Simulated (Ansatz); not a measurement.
**AlFH2O: molecular dynamics**

Aim: follow the molecule's vibrations and see whether its bonds hold. The start is relaxed first. Runs: 300 steps of 0.5 fs under a Nosé-Hoover thermostat at 1500 K.

Program: Ansatz 0.2.0. Level of theory: RKS BHLYP-D4/6-31G*. These are calculated values, not measurements.

**1. The starting structure**

Bond lengths: Al1–F2 1.690 Å, Al1–O3 1.780 Å, O3–H4 1.010 Å, Al1–H5 1.560 Å. Angles: F2–Al1–O3 120.0°, F2–Al1–H5 120.0°, O3–Al1–H5 120.0°, Al1–O3–H4 109.5°.

As a file:

```xyz
5

Al    0.0000    0.0000    0.0000
F     0.0000    0.0000    1.6900
O     1.5415    0.0000   -0.8900
H     1.8414   -0.9519   -1.0449
H    -1.3510    0.0000   -0.7800
```

**2. Preparing the start**

input.yaml reads:

```yaml
crystal:
  periodic: [false, false, false]
  atoms:
    - { symbol: Al, position_ang: [0.0, 0.0, 0.0] }
    - { symbol: F, position_ang: [0.0, 0.0, 1.69] }
    - { symbol: O, position_ang: [1.5415, 0.0, -0.89] }
    - { symbol: H, position_ang: [1.8414, -0.9519, -1.0449] }
    - { symbol: H, position_ang: [-1.351, 0.0, -0.78] }
basis:
  gaussian: { orbitals: "6-31G*" }
hamiltonian:
  xc: { name: BHLYP }
  dispersion: d4
relax:
  f_tol: 0.02
  max_steps: 40
output:
  orbitals: {}
```

On the command line:

```sh
$ ansatz run input.yaml --threads 1 --pin off --max-ram 2048MiB --backend cpu --events-out ev --progress --plain --runs-dir out
```

The runs that follow: Dynamics.

Before running it: what results should come out? Wanted: relaxation of the start; temperature, first and last step; temperature, second half; potential energy, second half; largest change of the conserved energy; bonds formed or broken.

**Answer**, as computed:

```
                              quantity                           value
               relaxation of the start        11 moves, 0.418 eV lower
                                length             300 steps of 0.5 fs
      temperature, first and last step                 1500 and 1402 K
              temperature, second half  mean 967 K, from 217 to 1729 K
         potential energy, second half     +90 meV/atom from the start
largest change of the conserved energy                   1.32 meV/atom
                bonds formed or broken                               0
```

What this shows: Against a set 1500 K the second half averages 967 K with a spread of 351 K; 90 meV/atom has gone into potential energy, and a thermostat that acts over some 100 fs has not made it up in 150 fs. The conserved energy strays from its start by at most 1.32 meV/atom, 2.0 % of the mean kinetic energy, so a step of 0.5 fs is short enough over this time. No bond forms or breaks. 150 fs on 5 atoms is far too short and small for converged averages. The nuclei move classically, without zero-point motion, which matters most for hydrogen.
